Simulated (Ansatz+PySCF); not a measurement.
Results of a calculation; reference values are marked as such.
A run of PySCF 2.14.0 on triplet NF in separate pieces at this shape:

```xyz
2

N     0.0000    0.0000    0.0000
F     0.0000    0.0000    3.5000
```

Its results:

```
Converged                       : yes
Reference energy                : -151.70551 hartree
CCSD correlation energy         : 0.00000 hartree
Triples correction              : 0.00000 hartree
Total energy                    : -151.70552 hartree
Spin squared of the determinant : 3.000
```

Which input gives this output? Name the method, the orbitals and the basis set, and write the input.

UHF-CCSD(T) in STO-3G.

```python
from pyscf import gto, scf, cc

mol = gto.M(atom="""
N 0.000000 0.000000 0.000000
F 0.000000 0.000000 3.500000
""", basis='sto-3g', charge=0, spin=2)
mf = scf.UHF(mol)
mf.kernel()
mycc = cc.CCSD(mf, frozen=2).run()
et = mycc.ccsd_t()
print(mf.e_tot, mycc.e_corr, et, mycc.e_tot + et)
```

Caution: the unrestricted determinant is a mixture of spin states.
